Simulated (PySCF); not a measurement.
Compound: FH3Si.
SMILES: `F[SiH3]`

The calculation used PBE0-D3(BJ)/def2-SVP geometry optimisation, gas phase in PySCF.

Masses are those of the commonest isotopes; rigid-rotor values at the optimised geometry. 

Question: What are A, B and C (cm⁻¹)?

Answer: Ia = 6.02, Ib = 36.51, Ic = 36.51 u·Å²; 505379 MHz·u·Å²/I gives 83893, 13844 and 13843 MHz, that is A = 2.79838, B = 0.46178, C = 0.46174 cm⁻¹.

Question: What kind of rotor is it?

Answer: A prolate symmetric top, as the point group C3v requires two equal moments; the computed ones differ by 0.01 % because the geometry is symmetric only within the optimiser's tolerance: κ = (2 × 13844 − 83893 − 13843)/(83893 − 13843) = -1.00.

Question: Where do the R-branch lines fall?

Answer: The dipole of 1.41 D lies along the symmetry axis, so ΔK = 0 and J+1 ← J falls at 2B(J+1) for every K: 27.69 GHz, 55.37 GHz, 83.06 GHz, 110.75 GHz, 138.43 GHz for J = 0 to 4.

Question: Estimate the classical rotational partition function at 25 K and 50 K.

Answer: Point group C3v, symmetry number σ = 3; q = (√π/σ)·√((kT/h)³/(ABC)), k/h = 20836.6 MHz/K: 55.4 at 25 K, 157 at 50 K.

PBE0-D3(BJ)/def2-SVP frequencies: not computed here. Constants of a rigid frame at the computed geometry: no zero-point averaging, no centrifugal distortion.
